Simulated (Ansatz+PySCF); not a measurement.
## doublet OH: levels of theory in one basis

| atom | x (Å) | y (Å) | z (Å) |
| --- | --- | --- | --- |
| O | 0.0000 | 0.0000 | -0.1410 |
| H | 0.0000 | 0.0000 | 1.1283 |

Basis set: 6-31G (spherical functions). Correlated methods keep 1 orbital frozen. Correlation on ROHF uses semicanonical orbitals with singles. Charge 0, multiplicity 2.

Computed with Ansatz (development build ahead of 0.2.0); each method stands on the lowest determinant of its kind that the runs found.

| method | E − E(ROHF) (eV) | <S²> of the determinant |
| --- | --- | --- |
| ROHF | 0.00 | 0.75 |
| UHF | -0.12 | 0.85 |
| UHF-MP2 | -2.65 | 0.85 |
| ROHF-CCSD | -3.16 | – |
| UHF-CCSD | -3.16 | 0.85 |
| ROHF-CCSD(T) | -3.19 | – |
| full CI (lowest root of this spin) | -3.21 | – |

Question: What does ROHF-MP2 give on the same scale?

Answer: -2.77 eV.

At such a shape the full CI root can have another spatial symmetry than the determinants, so the rows needn't describe one state.

Question: Is a single determinant a sound starting point here?

Answer: Only with care. Unrestricted orbitals gain 0.12 eV and <S²> is 0.85 against 0.75 for a pure state, a contamination that matters most for the unrestricted series.

Caution for UHF, UHF-MP2, UHF-CCSD: the unrestricted determinant is spin contaminated. Caution for ROHF-MP2, UHF-MP2, ROHF-CCSD, UHF-CCSD, ROHF-CCSD(T): bonds are stretched, where a single reference can fail.
